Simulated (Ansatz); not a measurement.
# SiO: small, medium and large basis sets

The task here is to estimate one member of a computed series from the others.

The runs use Ansatz 0.2.0, Gaussian basis; one geometry, several basis sets.

Plan: PBE0-D4/def2-SVP; ωB97M-V/def2-SVP; PBE0-D4/def2-QZVPP; ωB97M-V/def2-QZVPP; CCSD(T)/cc-pV(D+d)Z; CCSD(T)/cc-pV(T+d)Z; CCSD(T)/cc-pV(Q+d)Z; the functionals' def2-TZVPP values are taken from earlier runs.

### The relaxed structure

The geometry comes from an earlier relaxation with PBE0-D4 in a triple-zeta def2 set; it is a stationary point.

2 atoms, charge 0, spin multiplicity 1.

Atoms are counted from 1 here; the program's logs count them from 0.

Bond lengths: O1–Si2 1.509 Å.

As a file:

```xyz
2

O    -0.64072    0.23148   -0.32401
Si    0.64072   -0.23148    0.32401
```

The first run:

in.yaml reads:

```yaml
crystal:
  periodic: [false, false, false]
  atoms:
    - {symbol: O, position_ang: [-0.640717, 0.231481, -0.324010]}
    - {symbol: Si, position_ang: [0.640717, -0.231481, 0.324010]}
basis:
  gaussian: {orbitals: def2-SVP}
hamiltonian: {xc: pbe0, dispersion: d4}
output: {orbitals: {seedname: orbitals}}
```

Started as:

```bash
ansatz run in.yaml --threads 2 --pin off --events-out ev --progress --plain --max-ram 32768MiB --backend cpu
```

Steps of the session up to this table: PBE0-D4 in def2-SVP; ωB97M-V in def2-SVP; PBE0-D4 in def2-QZVPP; ωB97M-V in def2-QZVPP.

One of the session's tables, all rows but one given; the rest of the session is left out.

It belongs to the step «Functionals by basis». 

```
functional       basis  HOMO (eV)  LUMO (eV)
   PBE0-D4    def2-SVP          ?          ?
   PBE0-D4  def2-TZVPP      -8.78      -1.94
   PBE0-D4  def2-QZVPP      -8.81      -2.02
   ωB97M-V    def2-SVP     -10.88       0.53
   ωB97M-V  def2-TZVPP     -11.01       0.12
   ωB97M-V  def2-QZVPP     -11.05      -0.06
```

Estimate the missing values for PBE0-D4, def2-SVP.

The run gave: HOMO (eV): -8.68; LUMO (eV): -1.68. In the column «HOMO (eV)» it is the highest.
